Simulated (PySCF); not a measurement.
# C₅H₉+: geometry, NMR shifts, spin-spin couplings, electronic excitations and core binding energies

Aim: predict the NMR shifts, spin-spin couplings, electronic excitations and core binding energies of C₅H₉+ (`C=C[C+](C)C`).

Computed with PySCF 2.14.0, with density-fitted response routines of our own, on a single molecule in the gas phase. Atoms are numbered from 0 throughout.

### Step 1. Starting geometry

14 atoms, charge 1, multiplicity 1; geometry from: GFN2-xTB.

Bonds of the start (Å): C0–C1 1.35, C1–C2 1.42, C2–C3 1.45, C2–C4 1.46, C0–H5 1.08, C0–H6 1.08, C1–H7 1.08, C3–H8 1.10, C3–H9 1.09, C3–H10 1.09, C4–H11 1.10, C4–H12 1.09, C4–H13 1.09.

### Step 2. Optimising the geometry at PBE0-D3(BJ)/def2-SVP

Job settings and geometry (Å):

```
{"job": {"xc": "PBE0", "basis": "def2-SVP", "d3": "d3bj", "grid": 1, "kind": "geom"}, "charge": 1, "multiplicity": 1}
C      2.072870     0.505210    -0.243230
C      1.126640    -0.411780     0.044030
C     -0.276440    -0.174980     0.045890
C     -1.179880    -1.298400     0.218130
C     -0.840830     1.162610    -0.091460
H      3.118460     0.245060    -0.198540
H      1.849290     1.517220    -0.543020
H      1.443000    -1.419850     0.281590
H     -1.801780    -1.394280    -0.680240
H     -1.911250    -1.094500     1.006490
H     -0.678550    -2.244120     0.405220
H     -0.676710     1.707680     0.845910
H     -0.334560     1.753460    -0.854890
H     -1.911610     1.145710    -0.280210
```

**Question.** This job is followed by: GIAO PBE0/pcSseg-1 NMR shielding, non-relativistic, gas phase; B3LYP/pcJ-1 indirect spin-spin coupling, non-relativistic, gas phase; TDDFT wB97X-D/def2-SVPD, vertical, gas phase, core orbitals frozen in the response; GIAO wB97X-D/pcSseg-2 NMR shielding, non-relativistic, gas phase; delta-SCF UKS SCAN, pcX-2 on the ionised atom, pcseg-1 elsewhere, spin-free X2C. What will the session give for the following? point group; rotational constants (main isotopes); 13C shifts against TMS (PBE0/pcSseg-1, means over atoms taken as alike); 1H shifts against TMS (PBE0/pcSseg-1, means over atoms taken as alike); largest coupling of the table (B3LYP/pcJ-1); lowest singlet (wB97X-D/def2-SVPD); lowest triplet; vertical ionisation energy (ΔSCF); vertical electron affinity (ΔSCF); C1s binding energies, SCAN/pcX-2 (standing for 3 of 5 atoms); range of the shift of C2.

As calculated:

| quantity | value |
| --- | --- |
| point group | C1 |
| rotational constants (main isotopes) | 8.24, 3.93, 2.75 GHz |
| 13C shifts against TMS (PBE0/pcSseg-1, means over atoms taken as alike) | 275.8, 191.6, 149.1, 40.3 ppm |
| 1H shifts against TMS (PBE0/pcSseg-1, means over atoms taken as alike) | 8.94, 8.70, 8.05, 3.59 ppm |
| largest coupling of the table (B3LYP/pcJ-1) | 1J(C,H) C0–H5, 183.0 Hz |
| lowest singlet (wB97X-D/def2-SVPD) | 5.17 eV (240 nm), f = 0.394 |
| lowest triplet | 2.85 eV |
| vertical ionisation energy (ΔSCF) | 16.32 eV |
| vertical electron affinity (ΔSCF) | 6.86 eV |
| C1s binding energies, SCAN/pcX-2 (standing for 3 of 5 atoms) | C1 296.61, C3 296.24 eV |
| range of the shift of C2 | 275.8 to 289.7 ppm |

What this shows: Over 17 steps the energy fell by 0.076 eV; of the close pairs, C0–H5 changed most, 1.078 to 1.095 Å. No frequency check was run at this level, so the end point may be a saddle. The most deshielded carbon is C2 (carbocation centre), at 275.8 ppm: the empty p orbital gives low-energy magnetic excitations and strong deshielding. At PBE0/pcSseg-1: The widest tensor belongs to C2: span 395 ppm, with a paramagnetic part of -356 ppm. Of the pairs tabulated at B3LYP/pcJ-1, C0–H5 couples most strongly (183.0 Hz; Fermi contact 183.7 Hz). Couplings across rotatable bonds belong to this one conformer; where others are populated, the observed values are averages. The lowest singlet, at 5.17 eV, is HOMO→LUMO 0.98 and is bright. The lowest triplet lies 2.32 eV below the lowest singlet (triplets in Tamm-Dancoff, singlets in full TDDFT). ΔSCF puts the ionisation energy at 16.32 eV, 0.28 eV above −ε(HOMO). C1 (alkene CH) binds its C1s electron 0.38 eV more tightly than C3 (methyl carbon). Only 3 of the 5 C atoms are covered by sound results. Across the 2 runs the shift of C2 moves most, between 275.8 (PBE0/pcSseg-1) and 289.7 ppm (wB97X-D/pcSseg-2).
